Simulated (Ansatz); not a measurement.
# One element changed: atomization energies of H₃Si–NH₂, H3Si–PH2, H$_{3}$Si–AsH$_{2}$

Ansatz 0.2.0, basis cc-pVDZ; geometries are PBE0/def2-TZVP minima. Wave-function levels freeze the cores with the filled d shells of p-block atoms; HF, MP2 and coupled cluster are restricted for singlets and unrestricted otherwise, atoms included, restricted open-shell where a d shell is frozen. The reference is CCSDT(Q) (coupled cluster only where its series has nearly closed). An error is the level's value less the reference. None of these values is a measured one. Energies are electronic, without zero-point terms. No spin–orbit coupling and no scalar relativity. The set is small: it underbinds, by tens of kJ/mol for each bond, so near ties and functionals' places can change in larger sets. The species are chosen: bound, without strong static correlation by their natural occupations or amplitudes, in their lowest spin state as far as vertical gaps and like structures tell, and with a ladder that closes on the reference, so errors are smaller than for species at large; levels whose determinant breaks symmetry or spin markedly are left out.

| species | bonds (Å) | quantity | symmetry of the states | reference | value (kcal/mol) | error CCSD | error CCSD(T) | error CCSDT |
| --- | --- | --- | --- | --- | --- | --- | --- | --- |
| H3Si–NH2, singlet | N–Si 1.720, Si–H 1.486/1.494, N–H 1.007, angles at N 111/120°, angles at Si 107/108/110/116° | atomization | A' | CCSDT(Q) | 464.2 | -3.6 | -0.4 | -0.3 |
| H3Si–AsH2, singlet | Si–As 2.367, Si–H 1.486, As–H 1.523, angles at As 92°, angles at Si 108/109/113° | atomization | A' | CCSDT(Q) | 397.1 | -3.7 | -0.5 | -0.2 |

Task: One member is withheld: H3Si–PH2, singlet (Si–P 2.256, Si–H 1.486/1.487, P–H 1.421, angles at P 93/94°, angles at Si 108/109/114°), where CCSD gives 409.5 kcal/mol for the atomization. Estimate from the other members what CCSDT(Q) gives.

Result: The errors of CCSD for the others average -3.7 kcal/mol; taking that off gives 413.2, which misses by 0.1, against 3.8 without the correction. The computed value at CCSDT(Q) is 413.3 kcal/mol. Errors against it: CCSD -3.7, CCSD(T) -0.4, CCSDT -0.2.

The reference falls from N to As, by 67.1 kcal/mol in all.
